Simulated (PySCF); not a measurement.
H₄Si, singlet, at the geometry of the source list.

Input for PySCF:
```python
from pyscf import gto, scf, dft

mol = gto.M(
    atom='''
Si    0.00000000   -0.00000000   -0.00000000
H    -0.16690000    1.20690000   -0.80490000
H    -0.73390000    0.14590000    1.25400000
H     1.41760000   -0.20200000    0.28630000
H    -0.51680000   -1.15090000   -0.73540000
''',
    basis='cc-pvdz',
    verbose=4,
)

mf = dft.RKS(mol)
mf.xc = 'pbe0'
mf.kernel()
mf.analyze()
```

Problem. What does this run give for the HOMO-LUMO gap, nuclear repulsion energy?

Solution. 
- HOMO-LUMO gap: 11.39 eV
- nuclear repulsion energy: 21.6249 Eh
